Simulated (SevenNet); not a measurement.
## Chalcopyrite CuGaSe2

All values below come from the machine-learned potential SevenNet-0 (trained on PBE and PBE+U data).

Cell: relaxed at this level.

For chalcopyrite CuGaSe2, the lattice constant a comes out as 5.672 Å and the lattice parameter c comes out as 11.245 Å.

Measured, for comparison: lattice constant a 5.619 Å (293 K, not corrected to a static lattice, our sources range from 5.596 to 5.619; as tabulated in Souilah et al., J. Solid State Chem. 183, 2274 (2010), by the Crystallography …); lattice parameter c 11.026 Å (293 K, not corrected to a static lattice; as tabulated in Souilah et al., J. Solid State Chem. 183, 2274 (2010), by the Crystallography …). Computed (rounded) less measured: lattice constant a +0.9 % (+0.9 % to +1.4 % over the range), lattice parameter c +2.0 %.

A machine-learned potential is trained on density-functional data: it inherits that level's misses and adds fitting errors of its own.
